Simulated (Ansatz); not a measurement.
# NaS+ (triplet): from Hartree-Fock to the top rungs at distance S1–Na2 = 9.675 Å, cc-pVDZ

Aim: climb from Hartree-Fock through coupled cluster for NaS+ (triplet) at one geometry and basis, and see what each rung misses.

Program: Ansatz 0.2.0, Gaussian basis. Level of theory: cc-pVDZ, core rule «outside noble gas», up to 10 orbitals frozen. These are calculated values, not measurements.

The runs, in order: UHF; CCSD(T) on ROHF; CCSD(T) on UHF; BCCD(T) on ROHF; CCSDT(Q) on ROHF; CCSDT(Q) on UHF; Full CI.

61 further runs of the same task are left out: 46 for a known fault of the program, 12 that didn't finish, 3 set aside as unsound or not needed.

## Step 1: The system

The geometry derives from a PBE0/def2-TZVP stationary point (not a proven minimum). One bond is set to the value named and the two fragments are kept rigid.

2 atoms, charge 1, spin multiplicity 3.

Atoms are counted from 1 here; the program's logs count them from 0.

No contacts short enough for the rule that draws bonds.

## Step 2: UHF

File in.yaml:

```yaml
crystal:
  periodic: [false, false, false]
  atoms:
    - {symbol: S, position_ang: [0.000000, 0.000000, 0.000000]}
    - {symbol: Na, position_ang: [0.000000, 0.000000, 9.675000]}
basis:
  gaussian: {orbitals: cc-pVDZ}
total_charge: 1
magnetization: {spin_polarized: true, initial_magnetization: 2}
hamiltonian: {xc: hf}
output: {orbitals: {seedname: orbitals}}
```

Launch:

```
$ ansatz run in.yaml --threads 1 --pin off --events-out ev --progress --plain --max-ram 2393MiB
```

Further steps of the session: CCSD(T) on ROHF; CCSD(T) on UHF; BCCD(T) on ROHF; CCSDT(Q) on ROHF; CCSDT(Q) on UHF; Full CI.

Q: Predict the results of all the runs planned. Wanted: FCI below the RHF energy; RMP2 from FCI; UMP2 from FCI; RCCSD from FCI; RCCSD(T) from FCI; UCCSD(T) from FCI; RCCSDT(Q) from FCI; UCCSDT(Q) from FCI; T1 diagnostic.

**Answer**, as computed:

```
                         quantity                                                                     value
         FCI below the RHF energy                                                                -2.9405 eV
                    RMP2 from FCI                                                           +12.25 kcal/mol
                    UMP2 from FCI                                                           +12.74 kcal/mol
                   RCCSD from FCI                                                            +1.01 kcal/mol
                RCCSD(T) from FCI                                                            +0.25 kcal/mol
                UCCSD(T) from FCI                                                            +0.23 kcal/mol
               RCCSDT(Q) from FCI                                                            +0.01 kcal/mol
               UCCSDT(Q) from FCI                                                             0.00 kcal/mol
levels within 1 kcal/mol (43 meV)  UCCSD, RCCSD(T), UCCSD(T), BCCD(T), RCCSDT, UCCSDT, RCCSDT(Q), UCCSDT(Q)
                    T1 diagnostic                                                                     0.012
   effectively unpaired electrons                                                                      2.02
```

In words: RCCSD(T) misses by +0.25 kcal/mol, 0.4 % of the correlation energy. One determinant dominates. These misses are within one basis, not against nature; the frozen cores of restricted and unrestricted runs differ, which can shift their rows.
